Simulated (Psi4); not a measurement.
# SCAN/aug-cc-pVDZ (density fitting with cc-pvtz-jkfit, sweep point 4) run of NH3 (ammonia)

Aim: the vertical ionisation energy of NH3 (ammonia) at SCAN/aug-cc-pVDZ (density fitting with cc-pvtz-jkfit, sweep point 4), from 2 runs. 

Program for the calculation: Psi4 1.11.

## 1. The molecule

NH3: 4 atoms, total charge 0, spin state singlet. SMILES: `N`. The shape is that of a GFN2-xTB optimisation.

Bond lengths: N1–H2 1.013 Å, N1–H3 1.013 Å, N1–H4 1.013 Å. Angles: H2–N1–H3 107.7°, H2–N1–H4 107.7°, H3–N1–H4 107.7°.

## 2. The energy at SCAN/aug-cc-pVDZ (density fitting with cc-pvtz-jkfit, sweep point 4)

Contents of input.inp:

```
memory 1600 MB

molecule {
  N     -0.068160     0.242830     0.108060
  H      0.491930    -0.300470     0.753380
  H     -0.891960    -0.300620    -0.118350
  H      0.468190     0.358250    -0.743090
  symmetry c1
}

set basis aug-cc-pVDZ
set reference rks
set puream true
set scf_type df
set dft_radial_points 99
set dft_spherical_points 590
set df_basis_scf cc-pvtz-jkfit

e, wfn = energy("scan", return_wfn=True)
```

On the command line:

```console
$ psi4 -n 1 input.inp input.out
```

input.out, shortened:

```text
[...]
  Running in c1 symmetry.
[...]
  Nuclear repulsion =   11.945306870429269
[...]
  Multiplicity = 1
[...]
  Nalpha       = 5
  Nbeta        = 5
[...]
    Number of basis functions: 50
[...]
   @DF-RKS iter   1:   -56.24412448816997   -1.38384e-01   1.64975e-02 ADIIS/DIIS
[...]
   @DF-RKS iter   7:   -56.53844403256532   -6.90453e-08   4.37947e-07 DIIS
[...]
    Orbital Energies [Eh]
    ---------------------
    Doubly Occupied:
       1A    -14.152079     2A     -0.820986     3A     -0.430844
       4A     -0.430738     5A     -0.235844
[...]
  @DF-RKS Final Energy:   -56.53844403256532
   => Energetics <=
    Nuclear Repulsion Energy =             11.9453068704292686
    One-Electron Energy =                 -99.6164402444082668
    Two-Electron Energy =                  39.1248600498207182
    DFT Exchange-Correlation Energy =      -7.9921707084070412
    Empirical Dispersion Energy =           0.0000000000000000
    VV10 Nonlocal Energy =                  0.0000000000000000
    Total Energy =                        -56.5384440325653230
[...]
 Multipole Moments:
 ------------------------------------------------------------------------------------
     Multipole            Electronic (a.u.)      Nuclear  (a.u.)        Total (a.u.)
 ------------------------------------------------------------------------------------
 L = 1.  Multiply by 2.5417464519 to convert [e a0] to [Debye]
 Dipole X            :         -0.0668971            0.2102521            0.1433549
 Dipole Y            :          0.2378145           -0.7490616           -0.5112471
 Dipole Z            :          0.1059346           -0.3333310           -0.2273964
 Magnitude           :                                                    0.5776100
[...]
```

Run time: 9.3 s. Hardware: 1 thread of AMD EPYC 7B13 (Zen 3), shared host; peak memory 1.1 GiB.

## 3. The doublet cation

Contents of input.in:

```
memory 1600 mb

molecule system {
  1 2
  N     -0.068160     0.242830     0.108060
  H      0.491930    -0.300470     0.753380
  H     -0.891960    -0.300620    -0.118350
  H      0.468190     0.358250    -0.743090
  units angstrom
  symmetry c1
}

set basis aug-cc-pVDZ
set reference uks
set puream true
set scf_type df
set dft_radial_points 99
set dft_spherical_points 590
set df_basis_scf cc-pvtz-jkfit
set maxiter 150

e, wfn = energy('scan', return_wfn=True)
print_variables()
```

On the command line:

```console
$ psi4 input.in input.out -n 1
```

input.out, shortened:

```text
[...]
  Running in c1 symmetry.
[...]
  Nuclear repulsion =   11.945306870429269
[...]
  Multiplicity = 2
[...]
  Nalpha       = 5
  Nbeta        = 4
[...]
    Number of basis functions: 50
[...]
   @DF-UKS iter   1:   -56.09056589614260    1.51746e-02   7.35037e-03 ADIIS/DIIS
[...]
   @DF-UKS iter   7:   -56.14662880090975   -7.98953e-08   2.87313e-07 DIIS
[...]
   @S^2 Observed:                7.541497112E-01
[...]
    Orbital Energies [Eh]
    ---------------------
    Alpha Occupied:
       1A    -14.628033     2A     -1.253691     3A     -0.830387
       4A     -0.830273     5A     -0.729004
    Alpha Virtual:
       6A     -0.222387     7A     -0.150583     8A     -0.150532
       9A     -0.090664    10A     -0.084386    11A     -0.084346
      12A     -0.059663    13A     -0.013250    14A     -0.013243
      15A      0.013260    16A      0.028951    17A      0.028969
      18A      0.135260    19A      0.234968    20A      0.234982
      21A      0.265384    22A      0.319738    23A      0.323651
      24A      0.323742    25A      0.382123    26A      0.382254
[...]
  @DF-UKS Final Energy:   -56.14662880090975
   => Energetics <=
    Nuclear Repulsion Energy =             11.9453068704292686
    One-Electron Energy =                 -95.4725068286292924
    Two-Electron Energy =                  35.0785458439475804
    DFT Exchange-Correlation Energy =      -7.6979746866572993
    Empirical Dispersion Energy =           0.0000000000000000
    VV10 Nonlocal Energy =                  0.0000000000000000
    Total Energy =                        -56.1466288009097454
[...]
 Multipole Moments:
 ------------------------------------------------------------------------------------
     Multipole            Electronic (a.u.)      Nuclear  (a.u.)        Total (a.u.)
 ------------------------------------------------------------------------------------
 L = 1.  Multiply by 2.5417464519 to convert [e a0] to [Debye]
 Dipole X            :         -0.0871759            0.2102521            0.1230761
 Dipole Y            :          0.3107393           -0.7490616           -0.4383223
 Dipole Z            :          0.1383074           -0.3333310           -0.1950236
 Magnitude           :                                                    0.4952862
[...]
```

It took 14 s on 1 thread of AMD EPYC 7B13 (Zen 3), shared host; peak memory 1.1 GiB.

## 4. Summary of results

Level: SCAN/aug-cc-pVDZ (density fitting with cc-pvtz-jkfit, sweep point 4).

```
                                          quantity         value
                         singlet NH3: total energy  -56.53844 Eh
                        singlet NH3: dipole moment        1.47 D
                          singlet NH3: HOMO energy      -6.42 eV
                          singlet NH3: LUMO energy      -0.02 eV
                        singlet NH3: HOMO–LUMO gap       6.39 eV
                      doublet cation: total energy  -56.14663 Eh
doublet cation: HOMO energy (highest over α and β)     -19.84 eV
 doublet cation: LUMO energy (lowest over α and β)     -14.66 eV
                              doublet cation: ⟨S²⟩         0.754
vertical ionisation energy (to the doublet cation)     10.662 eV
```

In words: Removing an electron at fixed nuclei costs 10.66 eV (246 kcal/mol). −ε(HOMO) before ionisation, 6.42 eV, is 4.24 eV below this ionisation energy.
